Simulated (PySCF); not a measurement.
CN, charge -1, multiplicity 1.

```xyz
2

C      0.0000     0.0000    -0.6300
N      0.0000     0.0000     0.5400
```
Charge -1, spin multiplicity 1.

Coordinates come from a B3LYP-D3(BJ)/def2-TZVPD optimisation.

All values below come from PBE/pcSseg-2 in PySCF. Non-relativistic, no solvent.

Computed absolute GIAO shielding of each atom: isotropic value and principal components (ppm):
```json
[
 {"atom": "C1", "σ(iso)": "16.3", "σ11": "-114.9", "σ22": "-114.9", "σ33": "278.8", "span": "393.8"},
 {"atom": "N2", "σ(iso)": "-43.0", "σ11": "-236.4", "σ22": "-236.4", "σ33": "343.8", "span": "580.2"}
]
```
